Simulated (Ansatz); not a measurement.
Relaxation of CH₇BO (10 atoms, charge 0, multiplicity 1), to a largest force component of 0.03 eV/Å in at most 50 steps.

The calculation used RKS PBE0-D4/cc-pVDZ in Ansatz.

```xyz
10
Properties=species:S:1:pos:R:3:forces:R:3
B 0.100 0.194 0.238 -0.08 -0.37 0.42
C 0.015 0.211 1.822 0.10 0.13 -0.38
H -0.939 -0.132 2.253 0.00 0.00 0.00
H 0.865 -0.271 2.334 -0.04 -0.01 -0.03
H 0.095 1.284 2.095 -0.02 0.01 -0.02
H 1.172 0.251 -0.315 -0.02 0.00 0.01
H -0.910 0.324 -0.423 0.04 0.00 0.02
O -0.154 -2.388 0.323 0.04 0.71 0.73
H -1.085 -2.315 0.074 -0.01 -0.01 -0.02
H -0.151 -2.023 1.236 0.00 -0.46 -0.75
```

Task: Where does it end, and by what steps?

Result: The run converged. The force dipped under the threshold on the way, but the program's further checks kept it going. After 17 steps the energy has fallen by 0.453 eV; H10 moved furthest, 0.76 Å. Joined: B1–O8 (2.60 → 1.73 Å).

| step | energy less start (eV) | largest force component (eV/Å) | accepted |
| --- | --- | --- | --- |
| 0 | 0.0000 | 0.748 | yes |
| 1 | -0.0667 | 1.983 | yes |
| 2 | -0.2245 | 1.953 | yes |
| 3 | -0.3448 | 1.505 | yes |
| 4 | -0.3324 | 0.871 | no |
| 5 | -0.4262 | 0.217 | yes |
| 6 | -0.4310 | 0.110 | yes |
| 7 | -0.4280 | 0.677 | no |
| 8 | -0.4347 | 0.055 | yes |
| 9 | -0.4376 | 0.210 | yes |
| 10 | -0.4390 | 0.415 | yes |
| 11 | -0.4408 | 0.400 | yes |
| 12 | -0.4515 | 0.019 | yes |
| 13 | -0.4515 | 0.219 | no |
| 14 | -0.4522 | 0.048 | yes |
| 15 | -0.4524 | 0.102 | yes |
| 16 | -0.4526 | 0.037 | yes |
| 17 | -0.4527 | 0.001 | yes |

```xyz
10
Properties=species:S:1:pos:R:3
B 0.044 -0.143 0.275
C -0.073 0.207 1.829
H -1.071 0.017 2.266
H 0.676 -0.299 2.468
H 0.108 1.289 1.958
H 1.161 -0.088 -0.212
H -0.849 0.273 -0.444
O -0.250 -1.846 0.166
H -1.118 -2.001 0.568
H 0.382 -2.274 0.762
```

Whether the end is a true minimum wasn't checked by a vibrational analysis.

Time of the run: 37 s on 1 thread of Arm Neoverse V2, with other jobs on the host, peak memory 0.13 GiB.
